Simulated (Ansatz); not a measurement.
**Ytterbium, fcc under RPBE: structure, energy and stiffness**

Aim: take ytterbium in the fcc structure, relax it, solve it on a dense k-mesh, switch on spin-orbit coupling, then scale the cell to 7 volumes from 88 to 112 % of the relaxed one and try a fit of the equation of state. The k-meshes are 10×10×10 for the relaxation; 17×17×17 for the dense run; 10×10×10 for spin-orbit coupling; 17×17×17 for the volumes. The starting cell is the deposited one, from the Crystallography Open Database.

Program: Ansatz 0.2.0. Level of theory: DFT RPBE, plane waves (420 eV) with PAW, scalar-relativistic; PBE-made PAW files. These are calculated values, not measurements.

## 1. The system as given

It takes space group Fm-3m (No. 225, cubic). Conventional cell: a = 5.486 Å, b = 5.486 Å, c = 5.486 Å, α = 90.00°, β = 90.00°, γ = 90.00°. Around Yb (site symmetry m-3m) lie 12 Yb at 3.88 Å.

Coordinates:

```xyz
1
Lattice="0.0000 2.7431 2.7431 2.7431 0.0000 2.7431 2.7431 2.7431 0.0000" Properties=species:S:1:pos:R:3 pbc="T T T"
Yb    0.0000    0.0000    0.0000
```

## 2. Relaxation of the cell

File input.yaml:

```yaml
crystal:
  lattice:
    - [0.0, 2.7431, 2.7431]
    - [2.7431, 0.0, 2.7431]
    - [2.7431, 2.7431, 0.0]
  atoms:
    - { symbol: Yb, position: [0.0, 0.0, 0.0] }
hamiltonian:
  xc: rpbe
  pseudopotentials:
    kind: paw
    azcp:
      Yb: "pseudopotentials/Yb.paw.azcp"
basis:
  ecutwfc: 420
  fft_grid_basis: typed
kpoints:
  mp_grid: { grid: [10, 10, 10], shift: [0, 0, 0] }
magnetization:
  spin_polarized: false
scf:
  occupations: { method: fermi_dirac, width: 0.1 }
relax:
  max_steps: 60
  f_tol: 0.01
  cell: {}
```

After this run come: Single point on a dense mesh; With spin-orbit coupling; Volume × 0.88; Volume × 0.92; Volume × 0.96; Volume × 1.0; Volume × 1.04; Volume × 1.08; Volume × 1.12.

Q: Predict the outcome of this session. Wanted: space group; conventional cell; volume; shortest distance; gap on the mesh; V₀, B₀, B₀′.

The runs gave:

| quantity | value |
| --- | --- |
| space group (spins left aside) | Fm-3m (No. 225) |
| conventional cell | a = 5.379 Å |
| volume | 38.912 Å³/atom |
| shortest distance | 3.804 Å |
| against the deposited volume | -5.7 % (41.281 Å³/atom) |
| gap on the mesh | none (levels filled in part) |
| V₀, B₀, B₀′ | 38.745 Å³/atom, 16.0 GPa, 3.6 |

What this shows: Against experiment, RPBE misses the volume by -5.7 %. Semilocal functionals tend to let ytterbium's f shell bond, which shrinks the cell. The deposited cell holds zero-point motion and, unless taken cold, thermal expansion, which account for some of this. No gap shows: it is a metal or semimetal at this level. Totals with and without spin-orbit coupling (-15.9 eV/atom apart) can't be read as binding, since the two-component data shift the zero of energy. The fitted modulus is 16.0 GPa, a soft solid.
